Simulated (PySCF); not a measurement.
silicon monoxide cation (OSi), SMILES O=[Si] (connectivity only; charge and spin as stated), charge +1, multiplicity 2. Atoms are numbered in the order given.

```xyz
2

Si     0.0000     0.0000    -0.5537
O      0.0000     0.0000     0.9690
```
Charge +1, spin multiplicity 2.

Coordinates come from a B3LYP-D3(BJ)/def2-TZVPD optimisation. The spin state was assumed, not searched.

Method: r2SCAN/def2-TZVPD (PySCF).

Mulliken values depend strongly on the basis, most of all with diffuse functions as here. ESP charges are fitted to the potential on shells at 1.4 to 2.0 van der Waals radii. Atomic charges (e):

```tsv
atom	Mulliken	ESP fit	Mulliken spin
Si1	1.05	___	0.45
O2	-0.05	___	0.55
```

Question: Fill in the missing entries. (An estimate is asked for; the answer gives what the named calculation found.)

Answer: 
- Si1, ESP fit: 1.23
- O2, ESP fit: -0.23
